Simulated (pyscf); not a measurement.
One substitution at Si on the doublet surface with elements of a group swapped. ωB97M-D3(BJ)/def2-TZVP, eV, from the separated reactants. Single points on ωB97X-D3(BJ)/def2-SVP structures (PySCF, gas phase).

```json
[
 {"step": "SiH₄ + H₃Si–Se• → H₃Si–Se–SiH₃ + H•", "barrier": "0.97", "reaction energy": "+0.71", "imaginary mode (i cm⁻¹)": "565"},
 {"step": "SiH₄ + H₃Si–Te• → H₃Si–Te–SiH₃ + H•", "barrier": "[?]", "reaction energy": "[?]", "imaginary mode (i cm⁻¹)": "590"}
]
```

Question: Fill in the missing entries.

Answer: 
- SiH₄ + H₃Si–Te• → H₃Si–Te–SiH₃ + H•, barrier: 1.37
- SiH₄ + H₃Si–Te• → H₃Si–Te–SiH₃ + H•, reaction energy: +1.22

Each row is the saddle that its search found. Elements up to Kr have no core potential and no relativistic terms here. Elements past Kr carry the def2 core potentials, without spin-orbit coupling.
